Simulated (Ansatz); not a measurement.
We consider α-N2, described by rVV10 (PAW; Ansatz, a first-principles code).

The input as run:

Ansatz 0.2 input:
```yaml
crystal:
  lattice:
    - [5.453396814, 0.0, 0.0]
    - [0.0, 5.453396814, 0.0]
    - [0.0, 0.0, 5.453396814]
  atoms:
    - { symbol: N, position: [0.9415799754, 0.5584200246, 0.4415799754] }
    - { symbol: N, position: [0.4415799754, 0.9415799754, 0.5584200246] }
    - { symbol: N, position: [0.9415799754, 0.9415799754, 0.9415799754] }
    - { symbol: N, position: [0.0584200246, 0.0584200246, 0.0584200246] }
    - { symbol: N, position: [0.5584200246, 0.4415799754, 0.9415799754] }
    - { symbol: N, position: [0.5584200246, 0.0584200246, 0.4415799754] }
    - { symbol: N, position: [0.4415799754, 0.5584200246, 0.0584200246] }
    - { symbol: N, position: [0.0584200246, 0.4415799754, 0.5584200246] }
basis:
  ecutwfc: 520
  ecutrho_ratio: 4
  xc_grid: 2
kpoints:
  mp_grid: { grid: [6, 6, 6] }
  band_path:
    path:
      - [0.0, 0.0, 0.0]
      - [0.0, 0.1, 0.0]
      - [0.0, 0.2, 0.0]
      - [0.0, 0.3, 0.0]
      - [0.0, 0.4, 0.0]
      - [0.0, 0.5, 0.0]
      - [0.1, 0.5, 0.0]
      - [0.2, 0.5, 0.0]
      - [0.3, 0.5, 0.0]
      - [0.4, 0.5, 0.0]
      - [0.5, 0.5, 0.0]
      - [0.4375, 0.4375, 0.0]
      - [0.375, 0.375, 0.0]
      - [0.3125, 0.3125, 0.0]
      - [0.25, 0.25, 0.0]
      - [0.1875, 0.1875, 0.0]
      - [0.125, 0.125, 0.0]
      - [0.0625, 0.0625, 0.0]
      - [0.05, 0.05, 0.05]
      - [0.1, 0.1, 0.1]
      - [0.15, 0.15, 0.15]
      - [0.2, 0.2, 0.2]
      - [0.25, 0.25, 0.25]
      - [0.3, 0.3, 0.3]
      - [0.35, 0.35, 0.35]
      - [0.4, 0.4, 0.4]
      - [0.45, 0.45, 0.45]
      - [0.5, 0.5, 0.5]
      - [0.4375, 0.5, 0.4375]
      - [0.375, 0.5, 0.375]
      - [0.3125, 0.5, 0.3125]
      - [0.25, 0.5, 0.25]
      - [0.1875, 0.5, 0.1875]
      - [0.125, 0.5, 0.125]
      - [0.0625, 0.5, 0.0625]
      - [0.5, 0.5, 0.4]
      - [0.5, 0.5, 0.3]
      - [0.5, 0.5, 0.2]
      - [0.5, 0.5, 0.1]
      - [0.5, 0.4, 0.0]
      - [0.5, 0.3, 0.0]
      - [0.5, 0.2, 0.0]
      - [0.5, 0.1, 0.0]
      - [0.5, 0.0, 0.0]
    npoints: 1
hamiltonian:
  xc: { exchange: rpw86, correlation: pbe }
  dispersion: rvv10
  pseudopotentials: { kind: paw }
scf:
  occupations: { method: fermi_dirac, width: 0.01 }
  convergence: { dr2_threshold: 0.0000000008 }
output:
  forces: true
  stress: true
  eigenvalues: true
  write_bands: true
```

The run printed, among other lines:

```
Crystal: 8 atoms, lattice volume = 162.181 Å³
Basis set: ecut = 520 eV, 4385 PW (Γ), exchange–correlation on 90×90×90 points (8 copies of the dense FFT grid, shifted against one another)
Bands: 28, of which v1, the nominal top of the filled ones, is band 20 counted from 1 (19 counted from 0)
Symmetry: 24 space group operations
Space group: Pa-3 (ITA 205), of the structure as read, at distance tolerance 5.5e-5 Å
k-points: 24 of 216
Functional: x = rpw86, c = pbe(β = 0.06672455060314922) + rvv10(b = 6.3, C = 0.0093)
SCF iter   1: F=—  HF=-3103.948372 eV  |F-HF|=—  |Δ(HF+E_count)|=         —  Δρ=4.89e-3  dr2=1.73e-2
SCF iter   2: F=—  HF=-3103.901634 eV  |F-HF|=—  |Δ(HF+E_count)|=   4.67e-2  Δρ=2.58e-3  dr2=6.10e-3
  ...
SCF iter   7: F=—  HF=-3103.894069 eV  |F-HF|=—  |Δ(HF+E_count)|=   1.17e-8  Δρ=1.33e-6  dr2=1.29e-9
SCF iter   8: F=-3103.894069 eV  HF=-3103.894069 eV  |F-HF|=1.86e-11  |Δ(HF+E_count)|=  1.88e-10  Δρ=1.37e-7  dr2=1.71e-11
SCF 1 converged in 8 iterations: F = -3103.894069 eV  dr2 = 1.71e-11
SCF converged after 8 iterations
Free energy (F): -3103.894069 eV
Internal energy: -3103.894069 eV  (E = F + TS)
E sigma→0 (E₀):  -3103.894069 eV
Fermi energy:    -1.599590 eV
--- Forces (eV/Å), atoms counted from 1 ---
  atom   1  N      0.00016019    -0.00016019     0.00016019
  atom   2  N      0.00016019     0.00016019    -0.00016019
  atom   3  N      0.00016019     0.00016019     0.00016019
  atom   4  N     -0.00016019    -0.00016019    -0.00016019
  atom   5  N     -0.00016019     0.00016019     0.00016019
  atom   6  N     -0.00016019    -0.00016019     0.00016019
  atom   7  N      0.00016019    -0.00016019    -0.00016019
  atom   8  N     -0.00016019     0.00016019    -0.00016019
--- Stress (GPa, compression-positive) ---
        0.001063      -0.000000       0.000000
       -0.000000       0.001063       0.000000
        0.000000       0.000000       0.001063
  P = ⅓ Tr σ = 0.0011 GPa (0.011 kbar)
```

The PAW data were made under PBE.

Computing time: around 13 core-seconds (rough).
